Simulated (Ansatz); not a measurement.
2H WS₂, treated with PBE-D3(BJ)+SOC in Ansatz (PAW).

Settings: plane-wave cutoff 520 eV, 12×12×4 k mesh (along the axes of the cell as run), perturbation theory, PAW data made under PBE.

Computed at the level's own relaxed cell.

Space group P6₃/mmc (No. 194); a = b = 3.1533 Å, c = 12.1368 Å, α = β = 90.00°, γ = 120.00°

| atom | site | symmetry | x | y | z |
|---|---|---|---|---|---|
| W | 2c | -6m2 | 0.3333 | 0.6667 | 0.2500 |
| S | 4f | 3m. | 0.6667 | 0.3333 | 0.1202 |

Harmonic phonon frequencies (cm⁻¹; i marks an imaginary mode; at Γ without the LO shift):

```json
[
 {"q point": "Γ", "frequencies": "0 0 0 29 29 51 290 290 294 294 350 350 350 350 411 419 431 437"},
 {"q point": "M", "frequencies": "129 132 141 147 173 176 316 320 338 341 344 354 369 370 370 373 405 405"},
 {"q point": "K", "frequencies": "144 144 150 150 181 183 339 339 350 350 351 355 357 357 358 362 393 393"},
 {"q point": "A", "frequencies": "21 21 21 21 36 36 292 292 292 292 350 350 350 350 415 415 435 435"}
]
```

No imaginary mode appears at these points.

Ansatz is a quantum-chemistry and plane-wave program.
